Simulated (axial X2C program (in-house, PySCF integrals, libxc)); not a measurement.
Curves of SiO⁺ by EOM-IP-CCSD

Computed with an axial X2C code built on PySCF integrals: two-component X2C with atomic mean-field Coulomb and Gaunt terms, Gaussian nuclei, basis Si dyall-v3z, O dyall-av3z with contracted cores.

Energies in eV from the lowest point of the lowest state; states are followed by energy order within each Ω. Reference: SiO, 10 electrons correlated in 94 virtual spinors with an MP2 remainder; levels at this size can be off by some tenths of an eV. Masses 27.977 and 15.995 u.

```
R (Å)  (1)Ω=1/2  (1)Ω=3/2  (2)Ω=1/2  (3)Ω=1/2
1.397    0.5804    1.8694    1.8905    4.0975
1.457    0.1473    1.0204    1.0410    3.7107
1.518    0.0000    0.5089    0.5257    3.6279
1.586    0.0719    0.2247    0.2414    3.7969
1.655    0.1792    0.1629    0.3108    4.1579
1.746    0.3311    0.3147    0.7849    4.8290
```

T1 of the reference reaches 0.040 (Lee–Taylor). Curves followed by order can swap character. Number of frozen shells: Si 2 s, 1 p; O 1 s. Roots with under 60 % one-particle weight at any point are counted in the labels but not shown, and the list ends where the roots sought for some Ω run out; states that need a further excitation are missing and may lie low or lowest. Curves with a minimum but no constants failed the fit check.
